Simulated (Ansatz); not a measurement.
Reaction: BSiH4F (SMILES [SiH3]BF) → BHF (SMILES F[BH], doublet) + SiH3 (SMILES [SiH3], doublet) (the B-Si bond breaks)
Each species at its own B3LYP-D3(BJ)/def2-TZVP minimum (Ansatz, a first-principles code).

Total energies in hartree (Ansatz). Open shells are spin-unrestricted; no spin-orbit coupling. Correlated methods leave the cores frozen. No relativity.

| species | HF/cc-pV(T+d)Z | CCSD(T)/cc-pV(T+d)Z | HF/cc-pV(Q+d)Z | CCSD(T)/cc-pV(Q+d)Z | CCSD(T)/cc-pV(D+d)Z | CCSDT(Q)/cc-pV(D+d)Z |
|---|---|---|---|---|---|---|
| 1: BSiH4F (SMILES FB[SiH3]) | -415.47556 | -416.00414 | -415.48902 | -416.05405 | -415.83887 | -415.84058 |
| 2: BHF (SMILES [BH]F, doublet) | -124.73265 | -125.08080 | -124.74296 | -125.11876 | -124.95373 | -124.95470 |
| 3: SiH3 (SMILES [SiH3], doublet) | -290.64257 | -290.78856 | -290.64619 | -290.79897 | -290.75358 | -290.75426 |

Work out the bond dissociation energy (electronic) in kcal/mol: take Hartree-Fock from cc-pV(Q+d)Z, extrapolate the CCSD(T) correlation energy as X^-3 (X = 3, 4), and add CCSDT(Q) - CCSD(T) in cc-pV(D+d)Z. 1 hartree = 627.51 kcal/mol.


Species 1: correlation (64·(-0.56503) - 27·(-0.52858))/37 = -0.59163; step -0.00171; E1 = -415.48902 + (-0.59163) + (-0.00171) = -416.08236
Species 2: correlation (64·(-0.37580) - 27·(-0.34815))/37 = -0.39598; step -0.00097; E2 = -124.74296 + (-0.39598) + (-0.00097) = -125.13991
Species 3: correlation (64·(-0.15278) - 27·(-0.14599))/37 = -0.15773; step -0.00068; E3 = -290.64619 + (-0.15773) + (-0.00068) = -290.80460
-1·E1 +1·E2 +1·E3 = 0.13785 hartree = 86.5 kcal/mol.
